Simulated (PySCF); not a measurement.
Electronic absorption of C4H5FO

Compound: C4H5FO.
Cartesian coordinates in Å at the GFN2-xTB level; atoms count from 1:
```
atom  x, y, z in Å
C1    -1.721   -0.424   -0.014
C2    -0.272   -0.358   -0.307
C3     0.594    0.451    0.308
C4     2.004    0.439   -0.039
O5     2.594   -0.221   -0.827
F6     2.696    1.360    0.705
H7    -2.292   -0.199   -0.915
H8    -1.988   -1.436    0.289
H9    -2.001    0.272    0.772
H10    0.099   -1.022   -1.079
H11    0.292    1.141    1.081
```

The calculation used TDDFT PBE0/def2-SVPD, vertical, gas phase, core orbitals frozen in the response (PySCF).

```json
{"state": "S1", "E (eV)": "5.13", "λ (nm)": "241.5", "f": "0.0001", "symmetry": "–", "main configurations (H = HOMO, L = LUMO)": "H-1→L (97%)"}
{"state": "S2", "E (eV)": "6.10", "λ (nm)": "203.4", "f": "0.429", "symmetry": "A′", "main configurations (H = HOMO, L = LUMO)": "H→L (97%)"}
{"state": "S3", "E (eV)": "7.28", "λ (nm)": "170.4", "f": "0.0000", "symmetry": "–", "main configurations (H = HOMO, L = LUMO)": "H-3→L (95%)"}
{"state": "S4", "E (eV)": "7.59", "λ (nm)": "163.4", "f": "0.0024", "symmetry": "A″", "main configurations (H = HOMO, L = LUMO)": "H-4→L (95%)"}
{"state": "S5", "E (eV)": "7.80", "λ (nm)": "158.9", "f": "0.0034", "symmetry": "A″", "main configurations (H = HOMO, L = LUMO)": "H→L+1 (98%)"}
{"state": "S6", "E (eV)": "7.96", "λ (nm)": "155.7", "f": "0.035", "symmetry": "A′", "main configurations (H = HOMO, L = LUMO)": "H-2→L (90%)"}
{"state": "S7", "E (eV)": "8.47", "λ (nm)": "146.5", "f": "0.0012", "symmetry": "–", "main configurations (H = HOMO, L = LUMO)": "H→L+2 (87%), H→L+3 (10%)"}
{"state": "S8", "E (eV)": "8.57", "λ (nm)": "144.6", "f": "0.056", "symmetry": "A′", "main configurations (H = HOMO, L = LUMO)": "H-1→L+1 (85%), H-1→L+3 (8%)"}
```

Triplets, Tamm–Dancoff:

| state | E (eV) | λ (nm) | main configurations (H = HOMO, L = LUMO) |
| --- | --- | --- | --- |
| T1 | 3.67 | 338.0 | H→L (96%) |
| T2 | 4.70 | 264.0 | H-1→L (95%) |
| T3 | 6.19 | 200.2 | H-2→L (78%), H→L+4 (10%) |

The lowest singlet comes at 242 nm (495 kJ/mol) in the ultraviolet; it is dark (f under 0.0005); its leading configuration is HOMO-1→LUMO (97%). The strongest level in the table is S2 at 6.10 eV (203 nm, f = 0.429). Löwdin shares by element: HOMO carbon 70% or more, oxygen 13% (atoms not listed hold the other 17%); LUMO carbon 66% or more, oxygen 15% (atoms not listed hold the other 19%). Of the 8 states listed, 3 reach f = 0.01 and 2 stay under 0.0005. The listed states span 3.44 eV, and the widest gap between neighbours is 1.18 eV (S2 to S3). Weighted by f, the mean energy of these states is 6.50 eV. Symmetry labels in Cs follow from the direction of the transition dipole and are given only for states with f of 0.002 or more. Singlets were solved by full linear response, triplets in the Tamm–Dancoff approximation.

Rough CPU time on one thread of a shared machine: about 40 s.

One conformer stands for the species.
